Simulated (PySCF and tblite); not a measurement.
C2H7N, numbered as in [CH3:1][CH2:2][NH2:3].

Conformers came from 90 starts (ETKDG and KDG, MMFF94s, GFN2-xTB); geometries are PBE0-D3(BJ)/def2-SVP. Weights use PBE0-D3(BJ)/def2-TZVP energies plus GFN2-xTB zero-point and thermal terms (modes under about 100 cm⁻¹ blended into free rotors). Symmetry numbers and mirror images are counted. Conformers within 4 kcal/mol (GFN2-xTB free energy) were kept, 5 at most. GIAO shieldings: PBE0/pcSseg-1. Shifts are against TMS (¹H), TMS (¹³C), NH3 (¹⁵N) at the same level. Run with PySCF (density fitting) and tblite.

Torsions listed: C1–C2–N3–H3. Of a mirror pair one member is shown.

```tsv
conformer	shape	symmetry	E(GFN2) kcal/mol	E(DFT) kcal/mol
1	-64°	C1 (pair)	1.09	0.10
2	-58°	Cs	0.00	0.00
```

How much do the weights at 298.15 K and the averaged shift of C1 depend on how the conformers are weighted?


```
                                                              weighting  1 (%)  2 (%)  δ (ppm)  rms dipole (D)
DFT energy with thermal terms, symmetry and mirror images (full scheme)     70     30     21.1            1.31
                             DFT energy with symmetry and mirror images     63     37     21.4            1.31
                                                        bare DFT energy     46     54     22.3            1.32
                        GFN2-xTB energy with symmetry and mirror images     24     76     23.4            1.32
                                                   GFN2-xTB free energy     30     70     23.1            1.32
                                                leading conformer alone    100      0     19.5            1.30
                                                          equal weights     50     50     22.1            1.31
```

The largest departure from the full scheme, 2.3 ppm, comes with: GFN2-xTB energy with symmetry and mirror images.


¹⁵N shifts are against a computed isolated NH3 molecule, about 20 ppm from the liquid.